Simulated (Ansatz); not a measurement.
## [Cl···H···O], triplet along the distance Cl1-H2

Starting geometry:

```xyz
3

Cl    0.0000    0.0000   -1.2963
H     0.0000    0.0000   -0.0175
O     0.0000    0.0000    1.3137
```

From there H2 is moved from one fragment to the other while all else, the fragments' distance too, stays fixed, so the hump isn't the reaction's barrier; atoms are numbered as listed. Energies are in kcal/mol, counted from the starting geometry at the same level.

Basis cc-pVTZ; Ansatz 0.2.0. Correlated methods freeze the noble-gas cores. R marks a restricted (for open shells ROHF) determinant, U an unrestricted one.

Coupled cluster chose its determinant by trial CCSD, here up to 0.29 eV above the lowest Hartree–Fock solution of its kind, and MP2 stands on that determinant too.

Full CI isn't at hand for all of this; UCCSDT(Q) serves as the reference, and is uncertain by about the last step of the cluster series. The frozen core follows each run's orbitals, which can shift R against U totals by a few meV.

```csv
distance Cl1-H2 (Å),UCCSDT(Q),error UMP2,error RCCSD,error UCCSD,error UCCSD(T),error UCCSDT,error RCCSDT(Q)
1.279,0.0,0.0,0.0,0.0,0.0,0.0,0.0
1.328,0.2,0.7,0.5,0.4,0.1,0.0,0.0
1.425,1.2,2.1,1.3,1.1,0.2,0.1,0.0
1.523,0.3,1.4,1.3,1.0,0.2,0.1,0.0
1.620,-1.1,-0.1,0.4,0.3,0.1,0.0,0.0
```

Errors are those of relative energies. In total energy the starting point itself misses UCCSDT(Q) by: UMP2 31.7, RCCSD 9.1, UCCSD 8.9, UCCSD(T) 1.0, UCCSDT 0.3, RCCSDT(Q) 0.1 kcal/mol.

Spread of the error over the points with a reference, to 1.620 Å (largest less smallest): RCCSDT(Q) 0.0, UCCSDT 0.1, UCCSD(T) 0.2, UCCSD 1.1, RCCSD 1.3, UMP2 2.2 kcal/mol.
